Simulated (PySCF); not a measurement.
3-butynenitrile, C4H3N.
Atom-mapped SMILES: `[CH:1]#[C:2][CH2:3][C:4]#[N:5]` (hydrogens: H6 on C1; H7, H8 on C3)

The same species was optimised twice, with GFN2-xTB and with PBE0-D3(BJ)/def2-SVP (PySCF), and the same property calculations (PySCF, gas phase) were run on both structures.

```tsv
coordinate	GFN2-xTB	PBE0-D3(BJ)/def2-SVP	change
C1–H6 (Å)	1.049	1.075	+0.026
C3–C4 (Å)	1.446	1.464	+0.018
C4≡N5 (Å)	1.142	1.156	+0.014
C1≡C2 (Å)	1.196	1.208	+0.012
C3–H7 (Å)	1.096	1.104	+0.008
C3–H8 (Å)	1.096	1.104	+0.008
C2–C3 (Å)	1.453	1.460	+0.007
C2–C3–C4 (°)	109.9	113.6	+3.7
H7–C3–H8 (°)	109.1	106.4	-2.7
C4–C3–H7 (°)	108.9	108.2	-0.7
C2–C1–H6 (°)	179.2	179.9	+0.7
C4–C3–H8 (°)	108.9	108.2	-0.7
C1–C2–C3 (°)	178.9	179.6	+0.7
C3–C4–N5 (°)	179.7	179.1	-0.6
C2–C3–H8 (°)	110.0	110.1	+0.1
```

Rotational constants: A = 18411, B = 3101, C = 2699 MHz (GFN2-xTB) against A = 20093, B = 2883, C = 2561 MHz (PBE0-D3(BJ)/def2-SVP). Point groups within 0.08 Å: Cs and Cs.

On the GFN2-xTB structure: HOMO (eV) -8.56 [PBE0/pcSseg-1]; LUMO (eV) 0.18 [PBE0/pcSseg-1]; dipole (D) 3.64 [PBE0/pcSseg-1]; GIAO shielding of C1 (ppm) 107.3 [PBE0/pcSseg-1]; GIAO shielding of C2 (ppm) 109.9 [PBE0/pcSseg-1]; GIAO shielding of C3 (ppm) 178.1 [PBE0/pcSseg-1]; GIAO shielding of C4 (ppm) 68.6 [PBE0/pcSseg-1]; GIAO shielding of N5 (ppm) -34.8 [PBE0/pcSseg-1].

Q: What do these properties become on the PBE0-D3(BJ)/def2-SVP structure?

A: 
```
                                    property          level  on GFN2-xTB  on PBE0-D3(BJ)/def2-SVP  change
                                   HOMO (eV)  PBE0/pcSseg-1        -8.56                    -8.51   +0.05
                                   LUMO (eV)  PBE0/pcSseg-1         0.18                     0.07   -0.11
                                  dipole (D)  PBE0/pcSseg-1         3.64                     3.70   +0.06
energy, GFN2-xTB geometry as zero (kcal/mol)  PBE0/pcSseg-1          0.0                     -0.6    -0.6
                  GIAO shielding of C1 (ppm)  PBE0/pcSseg-1        107.3                    105.4    -1.9
                  GIAO shielding of C2 (ppm)  PBE0/pcSseg-1        109.9                    109.9     0.0
                  GIAO shielding of C3 (ppm)  PBE0/pcSseg-1        178.1                    175.0    -3.1
                  GIAO shielding of C4 (ppm)  PBE0/pcSseg-1         68.6                     66.4    -2.2
                  GIAO shielding of N5 (ppm)  PBE0/pcSseg-1        -34.8                    -41.7    -6.9
```

The heavy atoms differ by 0.065 Å rms after alignment. Among all bonds C1–H6 changes most (+0.026 Å). Changes are differences of the printed values. Neither structure is proved a minimum here.
